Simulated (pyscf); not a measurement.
7 silicon, germanium or tin steps of one kind (substitution at C, radical): reaction energy in kcal/mol, from the separated reactants or the lowest minimum found. Optimised with ωB97X-D3(BJ)/def2-SVP in PySCF. Functionals in def2-TZVP; the last column is ωB97M-D3(BJ)/def2-TZVP. Rows were drawn at random from the steps of this kind and element class whose saddle was verified and whose references are stable.

```json
[
 {"step": "H₃C–CH₂–GeH₃ + H• -> H₃C–GeH₃ + CH₃•", "PBE": "-13.6", "r²SCAN": "-18.7", "B3LYP-D3(BJ)": "-17.7", "ωB97M-D3(BJ)": "-14.9"},
 {"step": "H₃Si–CH₂–SnH₃ + H• -> SiH₃• + H₃C–SnH₃", "PBE": "-19.1", "r²SCAN": "-19.7", "B3LYP-D3(BJ)": "-19.4", "ωB97M-D3(BJ)": "-16.3"},
 {"step": "H₃Si–CH₂–SnH₃ + H• → H₃C–SiH₃ + SnH₃•", "PBE": "-38.3", "r²SCAN": "-39.3", "B3LYP-D3(BJ)": "-39.8", "ωB97M-D3(BJ)": "-38.8"},
 {"step": "H₃C–CH₂–O–SiH₃ + H• → CH₄ + •H₂C–O–SiH₃", "PBE": "-19.5", "r²SCAN": "-22.2", "B3LYP-D3(BJ)": "-22.2", "ωB97M-D3(BJ)": "-18.7"},
 {"step": "H₃C–GeH₃ + Cl• → GeH₃• + H₃C–Cl", "PBE": "-8.7", "r²SCAN": "-6.7", "B3LYP-D3(BJ)": "-4.3", "ωB97M-D3(BJ)": "-5.3"},
 {"step": "H₃C–Cl + •H₂Si–Cl -> H₃C–SiH₂–Cl + Cl•", "PBE": "-0.8", "r²SCAN": "-4.0", "B3LYP-D3(BJ)": "-6.9", "ωB97M-D3(BJ)": "-8.6"},
 {"step": "H₃C–SiH₃ + CH₃• → H₃C–CH₃ + SiH₃•", "PBE": "-7.6", "r²SCAN": "-3.5", "B3LYP-D3(BJ)": "-4.3", "ωB97M-D3(BJ)": "-3.8"}
]
```

Differences from the last column (kcal/mol): PBE: mean -0.2, median -0.8, mean size 2.9, lower in 4 of 7; r²SCAN: mean -1.1, median -1.4, mean size 2.5, lower in 5 of 7; B3LYP-D3(BJ): mean -1.2, median -1.0, mean size 2.0, lower in 5 of 7. PBE is closest for row 3 (0.5 kcal/mol apart) and farthest for row 6 (7.8 kcal/mol). PBE, r²SCAN and M06-2X carry no added dispersion term. The last column is a level with limits of its own. Left out: the spin-orbit lowering of Cl. Elements up to Kr have no core potential and no relativistic terms here. Elements past Kr carry the def2 core potentials, without spin-orbit coupling.
